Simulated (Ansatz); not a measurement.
A nudged elastic band was laid between two geometries of CH6AlN (9 atoms, charge 0, multiplicity 1).

These are results of Ansatz, RKS PBE0-D4/def2-TZVP, not measurements.

* movable images: 7
* climbing image: yes
* spring: 5.0 eV/Å²
* optimiser: quadratic models (default)
* start path: through a guess of the saddle point
* force threshold: 0.05 eV/Å
* iteration limit: 60
* end points: relaxed

First end point:

```xyz
9
Properties=species:S:1:pos:R:3
Al 0.454 -0.111 -0.074
N 0.781 0.137 1.649
H 0.083 0.321 2.351
H 1.695 0.104 2.070
H 1.714 -0.391 -0.999
C -1.376 -0.024 -0.740
H -1.691 -0.993 -1.140
H -2.093 0.262 0.035
H -1.466 0.694 -1.560
```

Last end point:

```xyz
9
Properties=species:S:1:pos:R:3
Al 0.511 0.659 -1.056
N 1.008 -0.017 1.019
H 0.468 0.518 1.695
H 0.760 -0.994 1.145
H 1.990 0.094 1.244
C -1.370 0.032 -0.675
H -1.409 -1.042 -0.439
H -1.815 0.560 0.182
H -2.044 0.190 -1.524
```

What changes between the two ends?

Bonds broken: Al1–H5. Bonds formed: N2–H5.

Give the energies along the band, and the barrier.

It converged. The highest image is number 2 of 0 to 8, 3.00 eV above the first end and 1.49 eV above the last; the last end lies 1.51 eV above the first. The profile has 2 maxima (images 2, 5) with wells between them (image 3): this band takes more than one step, which may be the mechanism or a detour left from its start path. Neighbouring images differ by up to 2.5 eV, so the band resolves the path poorly. A vibrational analysis at the climbing image gives one clearly imaginary mode, 1448i cm⁻¹: a first-order saddle point. The orbitals stay closed-shell, which can raise the energy where a bond breaks towards radicals; this wasn't checked here.

| image | path coordinate (Å) | energy (eV) | Al1–H5 (Å) | N2–H5 (Å) |
| --- | --- | --- | --- | --- |
| 0 | 0.00 | 0.00 | 1.59 | 2.86 |
| 1 | 1.12 | 0.50 | 1.56 | 2.46 |
| 2 | 2.24 | 3.00 | 1.71 | 1.45 |
| 3 | 3.36 | 1.52 | 2.68 | 1.02 |
| 4 | 4.48 | 1.67 | 2.79 | 1.01 |
| 5 | 5.60 | 2.02 | 2.90 | 1.01 |
| 6 | 6.72 | 1.88 | 2.84 | 1.01 |
| 7 | 7.85 | 1.51 | 2.77 | 1.01 |
| 8 | 8.97 | 1.51 | 2.79 | 1.01 |

What is the geometry of the highest image?


```xyz
9
Properties=species:S:1:pos:R:3
Al 0.456 0.448 -0.491
N 0.868 0.036 1.326
H 0.363 -0.504 2.033
H 1.633 0.533 1.769
H 1.719 -0.435 0.256
C -1.449 0.054 -0.793
H -1.605 -1.028 -0.703
H -2.068 0.540 -0.031
H -1.818 0.356 -1.776
```

Time of the run: 3.1 min on 4 threads of Arm Neoverse V2 (shared host), peak memory 0.24 GiB.
